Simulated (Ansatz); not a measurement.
System: hcp Tl. Method: PBE (PAW; Ansatz, a quantum-chemistry and plane-wave program).

Run with plane-wave cutoff 500 eV, 24×24×14 k mesh (along the axes of the cell as run), Fermi–Dirac smearing 0.1 eV, scalar-relativistic PAW data made under PBE.

Computed at the level's own relaxed cell.

**Question.** What does this level give for the volume per atom, lattice constant a and c axis length?

**Answer.** 
* **volume per atom**: 31.45 Å³/atom
* **lattice constant a**: 3.590 Å
* **c axis length**: 5.634 Å

Measured, for comparison: lattice constant a 3.457 Å, lattice parameter c 5.525 Å (293 K, not corrected to a static lattice; as tabulated in Wikipedia's data pages). Computed (rounded) less measured: lattice constant a +3.8 %, lattice parameter c +2.0 %.

Spin–orbit coupling is not included; it can shift volumes and moduli of such heavy elements.

It cost roughly 4 core-minutes of CPU time.
